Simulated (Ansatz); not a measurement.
Two isomers of C3H7FO2: A = `CC(O)(F)CO`, B = `CC(F)OCO`.

Gas-phase electronic energies from Ansatz, PBE0-D4/def2-TZVP geometries. CCSD(T)/CBS is the MP2 limit (def2-TZVPP, def2-QZVPP) plus CCSD(T) − MP2 in def2-TZVPP, frozen cores. Functionals use def2-TZVPP. B3LYP here is the variant with VWN-RPA as its local correlation; programs differ in this. One conformer a species, not always the lowest.

A:

```xyz
13

C     0.1203    0.1492   -1.3824
C     0.4885   -0.2055    0.0359
O     0.1579   -1.5085    0.3666
F     1.8647   -0.0455    0.1710
C    -0.1563    0.6777    1.0925
O    -1.5528    0.5500    1.0980
H     0.5787   -0.5577   -2.0793
H     0.4793    1.1495   -1.6257
H    -0.9634    0.1236   -1.4974
H     0.3633   -2.0871   -0.3737
H     0.2908    0.4114    2.0585
H     0.0778    1.7218    0.8802
H    -1.7488   -0.3791    1.2557
```

B:

```xyz
13

C     1.2309    1.1970   -0.9308
C     0.5805    0.4189    0.1732
F     0.5751    1.1886    1.3307
O    -0.7239    0.1319   -0.1796
C    -1.3565   -0.8135    0.6507
O    -0.8772   -2.1051    0.4543
H     1.2857    0.5867   -1.8331
H     0.6422    2.0911   -1.1411
H     2.2388    1.4898   -0.6366
H     1.1243   -0.4977    0.4290
H    -1.1854   -0.5787    1.7034
H    -2.4206   -0.7249    0.4149
H    -1.1139   -2.3842   -0.4351
```

Question: Which isomer does CCSD(T)/CBS put lower? Give the gap. (Best estimate.)

Answer: Ansatz gave: A, by 30.0 kJ/mol.

Question: Give E(B) − E(A) in kJ/mol with r2SCAN-D4, B3LYP-D4, B3LYP, ωB97M-V, PBE0-D4, HF/def2-TZVPP, CCSD(T)/def2-TZVPP. (An estimate is asked.)

Answer: Ansatz gave: r2SCAN-D4 26.6, B3LYP-D4 22.2, B3LYP 18.7, ωB97M-V 28.8, PBE0-D4 27.0, HF/def2-TZVPP 16.5, CCSD(T)/def2-TZVPP 27.7. None reverses the order clearly.

Largest T1 diagnostic: 0.011.

In def2-TZVPP, CCSD(T) changes the Hartree–Fock value by +11.1 kJ/mol (the triples alone add +0.6 kJ/mol) and MP2 by +14.0 kJ/mol. The D4 term adds +3.5 kJ/mol with B3LYP and +1.7 kJ/mol with PBE0; it sums over pairs of atoms, weighted by their polarisabilities, and B3LYP, whose exchange is more repulsive, gets the larger term.
